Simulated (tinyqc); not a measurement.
Worked calculation (part 1 of 2): ROHF in the sto-6g basis, for LiH+, spin multiplicity 2. Computed by tinyqc, a small Python program that keeps every step (integrals from PySCF). Settings: charge = 1, multiplicity = 2, basis = sto-6g, energy threshold = 1e-09, iteration cap = 60, orthogonalisation = canonical, start = core, DIIS depth = 3, DIIS from iteration = 3, method = ROHF. Command: `OMP_NUM_THREADS=1 python tinyqc.py 29217 29218 out.jsonl` (the two numbers bound the seeds that draw the settings). One thread of a shared host (Intel(R) Xeon(R) Processor @ 2.60GHz), about 0.08 s of CPU time with the checks. Later iterations appear only in the table of the cycle.

## One-electron integrals

Geometry (angstrom):
```
atom         x         y         z
Li    0.000000  0.000000  0.000000
H     0.000000  0.000000  1.388000
```

Basis sto-6g: exponents (1/bohr^2) and contraction coefficients of normalised primitives:
```
element  l (shell)    exponent  coefficient
Li           s (1)  167.175846     0.009164
Li           s (1)   30.651508     0.049361
Li           s (1)    8.575187     0.168538
Li           s (1)    2.945808     0.370563
Li           s (1)    1.143944     0.416492
Li           s (1)    0.471139     0.130334
Li           s (2)    6.597564    -0.013253
Li           s (2)    1.305830    -0.046992
Li           s (2)    0.405851    -0.033785
Li           s (2)    0.156146     0.250242
Li           s (2)    0.067814     0.595117
Li           s (2)    0.031084     0.240706
Li           p (3)    6.597564     0.003760
Li           p (3)    1.305830     0.037679
Li           p (3)    0.405851     0.173897
Li           p (3)    0.156146     0.418036
Li           p (3)    0.067814     0.425860
Li           p (3)    0.031084     0.101708
H            s (1)   35.523221     0.009164
H            s (1)    6.513144     0.049361
H            s (1)    1.822143     0.168538
H            s (1)    0.625955     0.370563
H            s (1)    0.243077     0.416492
H            s (1)    0.100112     0.130334
```

Overlap, kinetic and nuclear-attraction integrals over the contracted functions; the nuclear repulsion is the sum of Za Zb / Rab.

nuclear repulsion = 1.14375478 hartree

overlap S, order 1Li 1s, 1Li 2s, 1Li 2px, 1Li 2py, 1Li 2pz, 2H 1s:
```
[[1.000000, 0.235742, 0.000000, 0.000000, 0.000000, 0.107025],
 [0.235742, 1.000000, 0.000000, 0.000000, 0.000000, 0.449842],
 [0.000000, 0.000000, 1.000000, 0.000000, 0.000000, 0.000000],
 [0.000000, 0.000000, 0.000000, 1.000000, 0.000000, 0.000000],
 [0.000000, 0.000000, 0.000000, 0.000000, 1.000000, 0.544193],
 [0.107025, 0.449842, 0.000000, 0.000000, 0.544193, 1.000000]]
```

kinetic energy T (hartree), order 1Li 1s, 1Li 2s, 1Li 2px, 1Li 2py, 1Li 2pz, 2H 1s:
```
[[3.616742, -0.110723, 0.000000, 0.000000, 0.000000, -0.014752],
 [-0.110723, 0.106524, 0.000000, 0.000000, 0.000000, 0.055698],
 [0.000000, 0.000000, 0.320007, 0.000000, 0.000000, 0.000000],
 [0.000000, 0.000000, 0.000000, 0.320007, 0.000000, 0.000000],
 [0.000000, 0.000000, 0.000000, 0.000000, 0.320007, 0.163950],
 [-0.014752, 0.055698, 0.000000, 0.000000, 0.163950, 0.768522]]
```

nuclear attraction V (hartree), order 1Li 1s, 1Li 2s, 1Li 2px, 1Li 2py, 1Li 2pz, 2H 1s:
```
[[-8.448394, -0.918067, 0.000000, 0.000000, -0.022319, -0.470069],
 [-0.918067, -1.514584, 0.000000, 0.000000, -0.132656, -0.888050],
 [0.000000, 0.000000, -1.479007, 0.000000, 0.000000, 0.000000],
 [0.000000, 0.000000, 0.000000, -1.479007, 0.000000, 0.000000],
 [-0.022319, -0.132656, 0.000000, 0.000000, -1.585583, -1.103527],
 [-0.470069, -0.888050, 0.000000, 0.000000, -1.103527, -2.376035]]
```

core Hamiltonian H = T + V (hartree), order 1Li 1s, 1Li 2s, 1Li 2px, 1Li 2py, 1Li 2pz, 2H 1s:
```
[[-4.831651, -1.028790, 0.000000, 0.000000, -0.022319, -0.484821],
 [-1.028790, -1.408060, 0.000000, 0.000000, -0.132656, -0.832352],
 [0.000000, 0.000000, -1.159000, 0.000000, 0.000000, 0.000000],
 [0.000000, 0.000000, 0.000000, -1.159000, 0.000000, 0.000000],
 [-0.022319, -0.132656, 0.000000, 0.000000, -1.265575, -0.939577],
 [-0.484821, -0.832352, 0.000000, 0.000000, -0.939577, -1.607513]]
```

## Two-electron integrals

Functions are numbered as in S; the eight-fold symmetry (ij|kl) = (ji|kl) = (kl|ij) leaves the list below.

Two-electron integrals (ij|kl) in chemists' order, unique and non-zero (hartree):
```
(11|11) 1.681247   (21|11) 0.242603   (21|21) 0.044507   (22|11) 0.397190
(22|21) 0.090279   (22|22) 0.290625   (31|31) 0.009437   (32|31) 0.014261
(32|32) 0.064236   (33|11) 0.397190   (33|21) 0.090279   (33|22) 0.290625
(33|33) 0.313125   (41|41) 0.009437   (42|41) 0.014261   (42|42) 0.064236
(43|43) 0.016875   (44|11) 0.397190   (44|21) 0.090279   (44|22) 0.290625
(44|33) 0.279374   (44|44) 0.313125   (51|51) 0.009437   (52|51) 0.014261
(52|52) 0.064236   (53|53) 0.016875   (54|54) 0.016875   (55|11) 0.397190
(55|21) 0.090279   (55|22) 0.290625   (55|33) 0.279374   (55|44) 0.279374
(55|55) 0.313125   (61|11) 0.114118   (61|21) 0.020315   (61|22) 0.040886
(61|33) 0.040364   (61|44) 0.040364   (61|51) 0.002655   (61|52) 0.005059
(61|55) 0.041931   (61|61) 0.010207   (62|11) 0.186622   (62|21) 0.042528
(62|22) 0.136700   (62|33) 0.130756   (62|44) 0.130756   (62|51) 0.007424
(62|52) 0.037215   (62|55) 0.148588   (62|61) 0.022614   (62|62) 0.095830
(63|31) 0.004346   (63|32) 0.017683   (63|53) 0.006320   (63|63) 0.008502
(64|41) 0.004346   (64|42) 0.017683   (64|54) 0.006320   (64|64) 0.008502
(65|11) 0.210737   (65|21) 0.048683   (65|22) 0.162304   (65|33) 0.151977
(65|44) 0.151977   (65|51) 0.011688   (65|52) 0.057320   (65|55) 0.182959
(65|61) 0.027446   (65|62) 0.126881   (65|65) 0.172317   (66|11) 0.377836
(66|21) 0.087891   (66|22) 0.300918   (66|33) 0.276358   (66|44) 0.276358
(66|51) 0.019872   (66|52) 0.110883   (66|55) 0.350037   (66|61) 0.050144
(66|62) 0.255168   (66|65) 0.354260   (66|66) 0.774999
```

## Orthogonalisation

S = U s U^T; canonical form X = U s^(-1/2), so that X^T S X = 1. Each column of U has its largest component positive (the first on a tie).

eigenvalues of S: [0.292490, 0.800136, 1.000000, 1.000000, 1.154618, 1.752756]

X, order 1Li 1s, 1Li 2s, 1Li 2px, 1Li 2py, 1Li 2pz, 2H 1s:
```
[[0.088443, 0.817420, 0.000000, 0.000000, 0.589643, 0.187537],
 [-0.854621, -0.624504, 0.000000, 0.000000, 0.455881, 0.365658],
 [0.000000, 0.000000, 0.999850, 0.017323, 0.000000, 0.000000],
 [0.000000, 0.000000, -0.017323, 0.999850, 0.000000, 0.000000],
 [-0.998221, 0.410893, 0.000000, 0.000000, -0.536080, 0.371302],
 [1.297796, -0.150907, 0.000000, 0.000000, -0.152313, 0.513604]]
```

Within a degenerate level the vectors are fixed only up to a rotation; this is one choice.

## Starting guess

The start is the orbitals of the core Hamiltonian; D(s) = C_occ C_occ^T for each spin.

D(alpha) at the start, order 1Li 1s, 1Li 2s, 1Li 2px, 1Li 2py, 1Li 2pz, 2H 1s:
```
[[1.027895, -0.055896, 0.000000, 0.000000, -0.020819, -0.089835],
 [-0.055896, 0.039193, 0.000000, 0.000000, 0.042392, 0.152294],
 [0.000000, 0.000000, 0.000000, 0.000000, 0.000000, 0.000000],
 [0.000000, 0.000000, 0.000000, 0.000000, 0.000000, 0.000000],
 [-0.020819, 0.042392, 0.000000, 0.000000, 0.047510, 0.170050],
 [-0.089835, 0.152294, 0.000000, 0.000000, 0.170050, 0.608889]]
```

D(beta) at the start, order 1Li 1s, 1Li 2s, 1Li 2px, 1Li 2py, 1Li 2pz, 2H 1s:
```
[[1.014309, -0.033142, 0.000000, 0.000000, 0.004581, 0.001117],
 [-0.033142, 0.001083, 0.000000, 0.000000, -0.000150, -0.000036],
 [0.000000, 0.000000, 0.000000, 0.000000, 0.000000, 0.000000],
 [0.000000, 0.000000, 0.000000, 0.000000, 0.000000, 0.000000],
 [0.004581, -0.000150, 0.000000, 0.000000, 0.000021, 0.000005],
 [0.001117, -0.000036, 0.000000, 0.000000, 0.000005, 0.000001]]
```

## Iteration 1: building the Fock matrix

J_ij = sum D_kl (ij|kl) with D = D(alpha) + D(beta), K_ij = sum D_kl (ik|jl) for each spin; F = H + J - K(s); E = tr D H + tr D J / 2 - 0.5 sum_s tr D(s) K(s) + E_nn.

Coulomb J (hartree), order 1Li 1s, 1Li 2s, 1Li 2px, 1Li 2py, 1Li 2pz, 2H 1s:
```
[[3.763439, 0.574865, 0.000000, 0.000000, 0.018763, 0.278359],
 [0.574865, 1.093385, 0.000000, 0.000000, 0.102409, 0.612710],
 [0.000000, 0.000000, 1.072667, 0.000000, 0.000000, 0.000000],
 [0.000000, 0.000000, 0.000000, 1.072667, 0.000000, 0.000000],
 [0.018763, 0.102409, 0.000000, 0.000000, 1.134823, 0.749475],
 [0.278359, 0.612710, 0.000000, 0.000000, 0.749475, 1.454628]]
```

exchange K(alpha) (hartree), order 1Li 1s, 1Li 2s, 1Li 2px, 1Li 2py, 1Li 2pz, 2H 1s:
```
[[1.696019, 0.238902, 0.000000, 0.000000, 0.010810, 0.126441],
 [0.238902, 0.155102, 0.000000, 0.000000, 0.150484, 0.277935],
 [0.000000, 0.000000, 0.023357, 0.000000, 0.000000, 0.000000],
 [0.000000, 0.000000, 0.000000, 0.023357, 0.000000, 0.000000],
 [0.010810, 0.150484, 0.000000, 0.000000, 0.208006, 0.356286],
 [0.126441, 0.277935, 0.000000, 0.000000, 0.356286, 0.690604]]
```

exchange K(beta) (hartree), order 1Li 1s, 1Li 2s, 1Li 2px, 1Li 2py, 1Li 2pz, 2H 1s:
```
[[1.689526, 0.231762, 0.000000, 0.000000, 0.002084, 0.110338],
 [0.231762, 0.039562, 0.000000, 0.000000, 0.000482, 0.018317],
 [0.000000, 0.000000, 0.008705, 0.000000, 0.000000, 0.000000],
 [0.000000, 0.000000, 0.000000, 0.008705, 0.000000, 0.000000],
 [0.002084, 0.000482, 0.000000, 0.000000, 0.008727, 0.002586],
 [0.110338, 0.018317, 0.000000, 0.000000, 0.002586, 0.009273]]
```

F(alpha) (hartree), order 1Li 1s, 1Li 2s, 1Li 2px, 1Li 2py, 1Li 2pz, 2H 1s:
```
[[-2.764232, -0.692827, 0.000000, 0.000000, -0.014365, -0.332903],
 [-0.692827, -0.469778, 0.000000, 0.000000, -0.180730, -0.497577],
 [0.000000, 0.000000, -0.109690, 0.000000, 0.000000, 0.000000],
 [0.000000, 0.000000, 0.000000, -0.109690, 0.000000, 0.000000],
 [-0.014365, -0.180730, 0.000000, 0.000000, -0.338758, -0.546387],
 [-0.332903, -0.497577, 0.000000, 0.000000, -0.546387, -0.843489]]
```

F(beta) (hartree), order 1Li 1s, 1Li 2s, 1Li 2px, 1Li 2py, 1Li 2pz, 2H 1s:
```
[[-2.757738, -0.685687, 0.000000, 0.000000, -0.005639, -0.316800],
 [-0.685687, -0.354238, 0.000000, 0.000000, -0.030729, -0.237959],
 [0.000000, 0.000000, -0.095038, 0.000000, 0.000000, 0.000000],
 [0.000000, 0.000000, 0.000000, -0.095038, 0.000000, 0.000000],
 [-0.005639, -0.030729, 0.000000, 0.000000, -0.139479, -0.192687],
 [-0.316800, -0.237959, 0.000000, 0.000000, -0.192687, -0.162157]]
```

total energy of this density = -7.67340133 hartree

## Iteration 1: Roothaan effective Fock matrix

With projectors Pc = D(beta) S, Po = (D(alpha) - D(beta)) S, Pv = 1 - D(alpha) S, the block xy is Px^T F Py; with Fc = (F(alpha) + F(beta))/2, the blocks are Fc for cc, oo, vv and cv, F(beta) for co and F(alpha) for ov.

effective F (hartree), order 1Li 1s, 1Li 2s, 1Li 2px, 1Li 2py, 1Li 2pz, 2H 1s:
```
[[-2.760838, -0.685828, 0.000000, 0.000000, -0.005975, -0.319581],
 [-0.685828, -0.371905, 0.000000, 0.000000, -0.064842, -0.339172],
 [0.000000, 0.000000, -0.102364, 0.000000, 0.000000, 0.000000],
 [0.000000, 0.000000, 0.000000, -0.102364, 0.000000, 0.000000],
 [-0.005975, -0.064842, 0.000000, 0.000000, -0.199355, -0.350617],
 [-0.319581, -0.339172, 0.000000, 0.000000, -0.350617, -0.536860]]
```

## Iteration 1: diagonalisation and new density

Diagonalise F' = X^T F X, C = X C', fill 2 alpha and 1 beta electrons from the bottom; D(s) = C_occ C_occ^T. Each column has its largest component positive (the first on a tie).

F' = X^T F X (hartree):
```
[[0.185452, -0.050576, 0.000000, 0.000000, 0.027469, -0.174194],
 [-0.050576, -1.247788, 0.000000, 0.000000, -1.176065, -0.500721],
 [0.000000, 0.000000, -0.102364, 0.000000, 0.000000, 0.000000],
 [0.000000, 0.000000, 0.000000, -0.102364, 0.000000, 0.000000],
 [0.027469, -1.176065, 0.000000, 0.000000, -1.392916, -0.522899],
 [-0.174194, -0.500721, 0.000000, 0.000000, -0.522899, -0.751112]]
```

orbital energies (hartree): [-2.761409, -0.526434, -0.148706, -0.102364, -0.102364, 0.230186]

coefficients C, order 1Li 1s, 1Li 2s, 1Li 2px, 1Li 2py, 1Li 2pz, 2H 1s:
```
[[0.996353, -0.133567, -0.208652, 0.000000, 0.000000, -0.068930],
 [0.012375, 0.141484, 0.896517, 0.000000, 0.000000, 0.798749],
 [0.000000, 0.000000, 0.000000, -0.014645, 0.999893, 0.000000],
 [0.000000, 0.000000, 0.000000, 0.999893, 0.014645, 0.000000],
 [0.000070, 0.187881, -0.502399, 0.000000, 0.000000, 1.141412],
 [0.005709, 0.827555, -0.116574, 0.000000, 0.000000, -1.138229]]
```

D(alpha) after iteration 1, order 1Li 1s, 1Li 2s, 1Li 2px, 1Li 2py, 1Li 2pz, 2H 1s:
```
[[1.010560, -0.006568, 0.000000, 0.000000, -0.025025, -0.104846],
 [-0.006568, 0.020171, 0.000000, 0.000000, 0.026583, 0.117157],
 [0.000000, 0.000000, 0.000000, 0.000000, 0.000000, 0.000000],
 [0.000000, 0.000000, 0.000000, 0.000000, 0.000000, 0.000000],
 [-0.025025, 0.026583, 0.000000, 0.000000, 0.035299, 0.155483],
 [-0.104846, 0.117157, 0.000000, 0.000000, 0.155483, 0.684880]]
```

D(beta) after iteration 1, order 1Li 1s, 1Li 2s, 1Li 2px, 1Li 2py, 1Li 2pz, 2H 1s:
```
[[0.992720, 0.012330, 0.000000, 0.000000, 0.000069, 0.005688],
 [0.012330, 0.000153, 0.000000, 0.000000, 0.000001, 0.000071],
 [0.000000, 0.000000, 0.000000, 0.000000, 0.000000, 0.000000],
 [0.000000, 0.000000, 0.000000, 0.000000, 0.000000, 0.000000],
 [0.000069, 0.000001, 0.000000, 0.000000, 0.000000, 0.000000],
 [0.005688, 0.000071, 0.000000, 0.000000, 0.000000, 0.000033]]
```

Within a degenerate level the vectors are fixed only up to a rotation; this is one choice.

## Iteration 2: building the Fock matrix

As before.

Coulomb J (hartree), order 1Li 1s, 1Li 2s, 1Li 2px, 1Li 2py, 1Li 2pz, 2H 1s:
```
[[3.738335, 0.572814, 0.000000, 0.000000, 0.018747, 0.277450],
 [0.572814, 1.093403, 0.000000, 0.000000, 0.104195, 0.616184],
 [0.000000, 0.000000, 1.071684, 0.000000, 0.000000, 0.000000],
 [0.000000, 0.000000, 0.000000, 1.071684, 0.000000, 0.000000],
 [0.018747, 0.104195, 0.000000, 0.000000, 1.136844, 0.755474],
 [0.277450, 0.616184, 0.000000, 0.000000, 0.755474, 1.472149]]
```

exchange K(alpha) (hartree), order 1Li 1s, 1Li 2s, 1Li 2px, 1Li 2py, 1Li 2pz, 2H 1s:
```
[[1.685691, 0.250092, 0.000000, 0.000000, 0.003660, 0.125347],
 [0.250092, 0.152239, 0.000000, 0.000000, 0.143223, 0.275345],
 [0.000000, 0.000000, 0.022261, 0.000000, 0.000000, 0.000000],
 [0.000000, 0.000000, 0.000000, 0.022261, 0.000000, 0.000000],
 [0.003660, 0.143223, 0.000000, 0.000000, 0.207589, 0.360679],
 [0.125347, 0.275345, 0.000000, 0.000000, 0.360679, 0.713623]]
```

exchange K(beta) (hartree), order 1Li 1s, 1Li 2s, 1Li 2px, 1Li 2py, 1Li 2pz, 2H 1s:
```
[[1.676297, 0.247480, 0.000000, 0.000000, 0.001247, 0.118077],
 [0.247480, 0.046960, 0.000000, 0.000000, 0.000345, 0.021886],
 [0.000000, 0.000000, 0.009782, 0.000000, 0.000000, 0.000000],
 [0.000000, 0.000000, 0.000000, 0.009782, 0.000000, 0.000000],
 [0.001247, 0.000345, 0.000000, 0.000000, 0.009877, 0.003097],
 [0.118077, 0.021886, 0.000000, 0.000000, 0.003097, 0.011341]]
```

F(alpha) (hartree), order 1Li 1s, 1Li 2s, 1Li 2px, 1Li 2py, 1Li 2pz, 2H 1s:
```
[[-2.779007, -0.706068, 0.000000, 0.000000, -0.007232, -0.332719],
 [-0.706068, -0.466897, 0.000000, 0.000000, -0.171684, -0.491513],
 [0.000000, 0.000000, -0.109577, 0.000000, 0.000000, 0.000000],
 [0.000000, 0.000000, 0.000000, -0.109577, 0.000000, 0.000000],
 [-0.007232, -0.171684, 0.000000, 0.000000, -0.336320, -0.544781],
 [-0.332719, -0.491513, 0.000000, 0.000000, -0.544781, -0.848987]]
```

F(beta) (hartree), order 1Li 1s, 1Li 2s, 1Li 2px, 1Li 2py, 1Li 2pz, 2H 1s:
```
[[-2.769613, -0.703456, 0.000000, 0.000000, -0.004819, -0.325448],
 [-0.703456, -0.361618, 0.000000, 0.000000, -0.028806, -0.238053],
 [0.000000, 0.000000, -0.097098, 0.000000, 0.000000, 0.000000],
 [0.000000, 0.000000, 0.000000, -0.097098, 0.000000, 0.000000],
 [-0.004819, -0.028806, 0.000000, 0.000000, -0.138608, -0.187199],
 [-0.325448, -0.238053, 0.000000, 0.000000, -0.187199, -0.146704]]
```

total energy of this density = -7.68544674 hartree

## Iteration 2: Roothaan effective Fock matrix

As before.

effective F (hartree), order 1Li 1s, 1Li 2s, 1Li 2px, 1Li 2py, 1Li 2pz, 2H 1s:
```
[[-2.774448, -0.702352, 0.000000, 0.000000, -0.002668, -0.323123],
 [-0.702352, -0.377318, 0.000000, 0.000000, -0.058315, -0.333950],
 [0.000000, 0.000000, -0.103337, 0.000000, 0.000000, 0.000000],
 [0.000000, 0.000000, 0.000000, -0.103337, 0.000000, 0.000000],
 [-0.002668, -0.058315, 0.000000, 0.000000, -0.191179, -0.339309],
 [-0.323123, -0.333950, 0.000000, 0.000000, -0.339309, -0.524917]]
```

## Iteration 2: diagonalisation and new density

As before.

F' = X^T F X (hartree):
```
[[0.181007, -0.048023, 0.000000, 0.000000, 0.031418, -0.171834],
 [-0.048023, -1.241142, 0.000000, 0.000000, -1.178823, -0.505125],
 [0.000000, 0.000000, -0.103337, 0.000000, 0.000000, 0.000000],
 [0.000000, 0.000000, 0.000000, -0.103337, 0.000000, 0.000000],
 [0.031418, -1.178823, 0.000000, 0.000000, -1.408553, -0.536420],
 [-0.171834, -0.505125, 0.000000, 0.000000, -0.536420, -0.742478]]
```

orbital energies (hartree): [-2.775444, -0.512006, -0.150307, -0.103337, -0.103337, 0.226591]

coefficients C, order 1Li 1s, 1Li 2s, 1Li 2px, 1Li 2py, 1Li 2pz, 2H 1s:
```
[[0.995027, -0.134601, -0.213860, 0.000000, 0.000000, -0.070106],
 [0.018248, 0.138378, 0.899930, 0.000000, 0.000000, 0.795336],
 [0.000000, 0.000000, 0.000000, 0.916860, 0.399208, 0.000000],
 [0.000000, 0.000000, 0.000000, -0.399208, 0.916860, 0.000000],
 [-0.000558, 0.181610, -0.497376, 0.000000, 0.000000, 1.144622],
 [0.004406, 0.833146, -0.122635, 0.000000, 0.000000, -1.133509]]
```

D(alpha) after iteration 2, order 1Li 1s, 1Li 2s, 1Li 2px, 1Li 2py, 1Li 2pz, 2H 1s:
```
[[1.008196, -0.000469, 0.000000, 0.000000, -0.025000, -0.107758],
 [-0.000469, 0.019482, 0.000000, 0.000000, 0.025121, 0.115370],
 [0.000000, 0.000000, 0.000000, 0.000000, 0.000000, 0.000000],
 [0.000000, 0.000000, 0.000000, 0.000000, 0.000000, 0.000000],
 [-0.025000, 0.025121, 0.000000, 0.000000, 0.032982, 0.151305],
 [-0.107758, 0.115370, 0.000000, 0.000000, 0.151305, 0.694152]]
```

D(beta) after iteration 2, order 1Li 1s, 1Li 2s, 1Li 2px, 1Li 2py, 1Li 2pz, 2H 1s:
```
[[0.990078, 0.018157, 0.000000, 0.000000, -0.000555, 0.004385],
 [0.018157, 0.000333, 0.000000, 0.000000, -0.000010, 0.000080],
 [0.000000, 0.000000, 0.000000, 0.000000, 0.000000, 0.000000],
 [0.000000, 0.000000, 0.000000, 0.000000, 0.000000, 0.000000],
 [-0.000555, -0.000010, 0.000000, 0.000000, 0.000000, -0.000002],
 [0.004385, 0.000080, 0.000000, 0.000000, -0.000002, 0.000019]]
```

Within a degenerate level the vectors are fixed only up to a rotation; this is one choice.
